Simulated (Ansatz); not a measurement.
Conformers of C3H8O2, SMILES `CC(O)CO`, each relaxed with PBE0-D4/def2-TZVP in Ansatz. CBS adds the triple-zeta coupled-cluster correction to the MP2 limit.

Not all of them had a frequency check.

Conformer A:

Cartesian coordinates in Å:
```
C -0.256 1.208 1.032
C 0.126 -0.127 0.440
O -0.758 -1.107 0.938
C 0.075 -0.117 -1.076
O 0.310 -1.412 -1.602
H -0.234 1.157 2.122
H -1.269 1.482 0.726
H 0.434 1.991 0.709
H 1.160 -0.372 0.745
H -0.684 -1.864 0.345
H 0.784 0.616 -1.480
H -0.930 0.162 -1.401
H 1.243 -1.618 -1.498
```

Conformer B:

Cartesian coordinates in Å:
```
C -1.504 0.183 -0.608
C -0.052 -0.217 -0.504
O 0.700 0.628 -1.349
C 0.463 -0.116 0.915
O 1.837 -0.464 0.882
H -1.837 0.111 -1.644
H -1.639 1.216 -0.279
H -2.133 -0.469 0.002
H 0.065 -1.264 -0.827
H 1.626 0.469 -1.133
H 0.326 0.914 1.271
H -0.101 -0.795 1.569
H 2.250 -0.195 1.705
```

Conformer C:

Z-matrix (Å, degrees):
```
C
C 1 1.520
H 1 1.095 2 111.1
H 1 1.091 2 109.9 3 118.6
H 1 1.094 2 111.4 3 -121.2
O 2 1.412 1 111.2 3 -62.8
C 2 1.520 1 112.8 3 60.7
H 2 1.096 1 109.0 3 -179.6
H 6 0.965 2 106.2 1 83.1
O 7 1.417 2 111.4 1 -68.3
H 7 1.097 2 110.7 1 56.3
H 7 1.092 2 109.1 1 175.4
H 10 0.960 7 108.6 2 75.9
```

Q: Which is lowest in electronic energy at CCSD(T)/CBS (frozen core, def2 sets), and by how much? (Estimate.)

A: Ansatz gave: B; A lies 0.9 kJ/mol higher, C lies 4.9 kJ/mol higher. Gaps under about 2 kJ/mol don't settle the order.

Q: Give the energies relative to B (kJ/mol) with r2SCAN-D4/def2-TZVPP, B3LYP-D4/def2-TZVPP, ωB97X-V/def2-TZVPP, PBE/def2-TZVPP, B3LYP/def2-TZVPP, MP2/def2-QZVPP, SCS-MP2/def2-QZVPP. (An estimate is asked.)

A: Computed: 
| level | A | C |
| --- | --- | --- |
| r2SCAN-D4/def2-TZVPP | -0.2 | 3.9 |
| B3LYP-D4/def2-TZVPP | 0.4 | 4.2 |
| ωB97X-V/def2-TZVPP | 0.6 | 4.1 |
| PBE/def2-TZVPP | -1.0 | 3.6 |
| B3LYP/def2-TZVPP | 0.4 | 5.2 |
| MP2/def2-QZVPP | 1.1 | 5.4 |
| SCS-MP2/def2-QZVPP | 1.4 | 5.5 |

B3LYP here is the variant with VWN-RPA as its local correlation; programs differ in this.
